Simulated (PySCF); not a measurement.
propene (C3H6), SMILES C(C)=C. Atoms are numbered in the order given.

```xyz
9

C     -0.1633     1.2269     0.0000
C      0.4541    -0.1314     0.0000
C     -0.2199    -1.2763     0.0000
H      0.1524     1.8017     0.8769
H      0.1524     1.8017    -0.8769
H     -1.2536     1.1701     0.0000
H      1.5429    -0.1629     0.0000
H     -1.3060    -1.2917     0.0000
H      0.2871    -2.2342     0.0000
```

Coordinates come from a r2SCAN-D4/def2-TZVP optimisation.

Two levels are set side by side: PBE/pcJ-1 (PySCF) and PBE0/pcJ-1 (PySCF). One-bond couplings, all four terms, same geometry. Isotopes: 13C, 1H. Differences are taken from unrounded values.

```
quantity         PBE0    PBE  PBE minus PBE0
--------------  -----  -----  --------------
¹J(C1,C2) (Hz)   44.0   38.7            -5.3
¹J(C2,C3) (Hz)   79.0   72.4            -6.6
¹J(C1,H4) (Hz)  124.0  119.8            -4.2
¹J(C1,H5) (Hz)  124.0  119.8            -4.2
¹J(C1,H6) (Hz)  125.6  121.9            -3.7
¹J(C2,H7) (Hz)  150.1  144.8            -5.3
¹J(C3,H8) (Hz)  153.5  148.5            -4.9
¹J(C3,H9) (Hz)  157.8  152.8            -5.0
```

Rough cost on one machine, each run with all the roots and properties that it gave: PBE0 against PBE about 2 times.
